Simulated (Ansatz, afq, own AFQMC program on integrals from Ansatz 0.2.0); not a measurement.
Integrals from Ansatz 0.2.0, then the random walk in our own AFQMC program (afq).

```yaml
crystal:
  periodic: [false, false, false]
  atoms:
    - {symbol: Si, position_ang: [0.000000, 0.066852, 2.073411]}
    - {symbol: Si, position_ang: [0.000000, -0.121730, -2.207438]}
    - {symbol: H, position_ang: [0.000000, 1.259966, 2.969419]}
    - {symbol: H, position_ang: [0.000000, -1.136704, 2.953401]}
    - {symbol: H, position_ang: [0.000000, 1.405882, -2.188253]}
basis:
  gaussian: {orbitals: cc-pVDZ}
magnetization: {spin_polarized: false, initial_magnetization: 1}
correlation: {method: ccsd_t, electrons: outside_noble_gas, hamiltonian_folder: ham}
```

```sh
$ ansatz run in.yaml --threads 1 --pin off --events-out ev --progress --plain --max-ram 1382MiB
```

afq runs on the folder ham with

```
--method phaseless --trial cisd --walkers 60 --populations 1 --least-time 40 --time-step 0.005 --steps-per-block 50 --equilibration-blocks 40 --max-blocks 300 --target-error 0.0008 --factor-cut 1e-05 --start spin_pure --seed 2495 --release-times 0.24,0.51,0.99,1.62,2.4 --release-step 0.03 --release-every 4 --taylor-order 6
```

Times are imaginary, in 1/Eh. The walk had a cap of 1706 s.

afq prints:

```
orbitals 41  electrons 6 5  factors 288 of 501
reference energy -579.44252314 Eh
CCSD correlation -0.20921205 Eh in 16 cycles, weight of the determinant in the CISD state 0.8469
energy of the start -579.651735 Eh
 block  time / (1/Eh)  mean weight  energy / Eh
     1     0.250  0.9981  -579.647764
     2     0.500  0.9998  -579.647184
     3     0.750  1.0009  -579.648376
     4     1.000  1.0001  -579.649435
     5     1.250  0.9988  -579.650133
     8     2.000  1.0000  -579.653341
    11     2.750  1.0006  -579.653161
    26     6.500  0.9977  -579.651372
    41    10.250  1.0005  -579.655002
    51    12.750  0.9995  -579.650704
    56    14.000  1.0007  -579.654863
    71    17.750  0.9994  -579.655652
    86    21.500  1.0004  -579.651788
   101    25.250  0.9992  -579.656202
   116    29.000  1.0005  -579.659454
   131    32.750  1.0001  -579.656777
   146    36.500  1.0006  -579.652895
   161    40.250  0.9985  -579.658205
   166    41.500  0.9988  -579.664085
   176    44.000  0.9981  -579.657281
   191    47.750  0.9999  -579.658051
   196    49.000  1.0008  -579.660714
blocks merged  error / Eh  count
     1  0.000233  160
     2  0.000269  80
     4  0.000317  40
     8  0.000394  20
    16  0.000246  10
released: time / (1/Eh)  energy / Eh  error  mean overlap
  0.24  -579.657634  0.000573  0.9890
  0.51  -579.657616  0.000592  0.9903
  0.99  -579.658008  0.000559  0.9814
  1.62  -579.657676  0.000512  0.9868
  2.40  -579.656717  0.000824  0.9920
energy -579.656976 +/- 0.000394 Eh
(rows thinned)
```

The run passed its tests (sampling time, drift between the halves within three errors, error under three times the target), which doesn't prove that it has relaxed.

Against this walk (error 10.7 meV) on the same determinant: CCSD(T) 29.1 meV higher. The error is statistical and leaves out the bias of the constraint. None of these is a sure reference here. Released to 1.62 1/Eh the energy moves by -19 ± 18 meV (both errors), within twice the noise.

Cautions: constraint bias not in the error; higher spins were not checked; a spin-contaminated unrestricted determinant lies lower (UHF 274 meV lower, ⟨S²⟩ 1.27).

The walk took 2.6 min on 1 thread of AMD EPYC 9R45 96-Core Processor (Zen 5) (shared host). The log's last line is the phaseless energy.

A walk keeps the symmetry of its determinant, which the program's search chose and which needn't be the lowest solution, so a lower state of the same spin and another symmetry isn't excluded.
